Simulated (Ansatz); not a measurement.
**CH₄SSi: taking an electron away**

The task here is to estimate one member of a computed series from the others.

Program: Ansatz 0.2.0, Gaussian basis. Level of theory: unrestricted cation, the program's frozen cores in correlated methods. These are calculated values, not measurements.

The runs, in order: UKS PBE-D4/def2-TZVPP; UKS r2SCAN-D4/def2-TZVPP; UKS PBE0-D4/def2-TZVPP; UKS B3LYP-D4/def2-TZVPP; UKS wB97X-V/def2-TZVPP; UKS wB97M-V/def2-TZVPP; UKS B2PLYP/def2-TZVPP; UHF-CCSD(T)/def2-TZVPP; UHF-MP2/def2-QZVPP; extrapolation to the limit; then −ε(HOMO) from the neutral's earlier runs with LDA (SPW92), PBE-D4, revPBE-D4, BLYP-D4, r2SCAN-D4, B97M-V, PBE0-D4, B3LYP-D4, r2SCANh-D4, r2SCAN0-D4, HSE06-D4, BHLYP-D4, CAM-B3LYP-D4, LC-ωPBE, ωB97X-V, ωB97M-V.

## Structure used throughout

An earlier PBE0-D4 in a triple-zeta def2 set relaxation fixed the geometry.

SMILES `[SiH3]C=S`, 7 atoms, charge 0, spin multiplicity 1.

Atoms are counted from 1 here; the program's logs count them from 0.

Bond lengths: Si1–C2 1.881 Å, Si1–H4 1.480 Å, Si1–H5 1.488 Å, Si1–H6 1.488 Å, C2–S3 1.611 Å, C2–H7 1.095 Å. Angles: C2–Si1–H4 109.6°, C2–Si1–H5 108.6°, C2–Si1–H6 108.6°, H4–Si1–H5 110.9°, H4–Si1–H6 110.9°, H5–Si1–H6 108.1°, Si1–C2–S3 123.9°, Si1–C2–H7 117.6°, S3–C2–H7 118.5°.

Geometry (Å):

| atom | x (Å) | y (Å) | z (Å) |
| --- | --- | --- | --- |
| Si1 | -0.6899 | 0.2782 | -0.2724 |
| C2 | 0.9885 | -0.3072 | 0.3416 |
| S3 | 1.3046 | -1.8241 | 0.7814 |
| H4 | -1.6387 | -0.8576 | -0.2816 |
| H5 | -0.5254 | 0.8445 | -1.6388 |
| H6 | -1.1712 | 1.3650 | 0.6231 |
| H7 | 1.7933 | 0.4331 | 0.4011 |

The first run:

in.yaml

```yaml
crystal:
  periodic: [false, false, false]
  atoms:
    - {symbol: Si, position_ang: [-0.689943, 0.278217, -0.272410]}
    - {symbol: C, position_ang: [0.988465, -0.307151, 0.341563]}
    - {symbol: S, position_ang: [1.304588, -1.824077, 0.781352]}
    - {symbol: H, position_ang: [-1.638658, -0.857623, -0.281600]}
    - {symbol: H, position_ang: [-0.525356, 0.844506, -1.638768]}
    - {symbol: H, position_ang: [-1.171229, 1.364973, 0.623102]}
    - {symbol: H, position_ang: [1.793334, 0.433055, 0.401062]}
basis:
  gaussian: {orbitals: def2-TZVPP}
total_charge: 1
magnetization: {spin_polarized: true, initial_magnetization: 1}
hamiltonian: {xc: pbe, dispersion: d4}
```

Run with:

```console
ansatz run in.yaml --threads 2 --pin off --events-out ev --progress --plain --max-ram 4352MiB
```

Among the steps run: Cation, UKS PBE-D4/def2-TZVPP; Cation, UKS r2SCAN-D4/def2-TZVPP; Cation, UKS PBE0-D4/def2-TZVPP; Cation, UKS B3LYP-D4/def2-TZVPP; Cation, UKS wB97X-V/def2-TZVPP; Cation, UKS wB97M-V/def2-TZVPP; Cation, UKS B2PLYP (frozen core)/def2-TZVPP; Cation, UHF-CCSD(T)/def2-TZVPP; Cation, UHF-MP2/def2-QZVPP.

One of the session's tables, all rows but one given; the rest of the session is left out.

Orbital estimates, from the neutral's runs:

| functional | −ε(HOMO) (eV) |
| --- | --- |
| LDA (SPW92) | 5.38 |
| PBE-D4 | 5.28 |
| revPBE-D4 | 5.24 |
| BLYP-D4 | 5.13 |
| r2SCAN-D4 | 5.48 |
| B97M-V | ? |
| PBE0-D4 | 6.49 |
| B3LYP-D4 | 6.26 |
| r2SCANh-D4 | 5.94 |
| r2SCAN0-D4 | 6.62 |
| HSE06-D4 | 6.09 |
| BHLYP-D4 | 7.57 |
| CAM-B3LYP-D4 | 7.81 |
| LC-ωPBE | 9.20 |
| ωB97X-V | 8.84 |
| ωB97M-V | 8.68 |

Q: Estimate the row for B97M-V from the others.

As computed: −ε(HOMO) (eV): 5.60. In the column «−ε(HOMO) (eV)» it lies between r2SCAN-D4 (5.48) and r2SCANh-D4 (5.94).
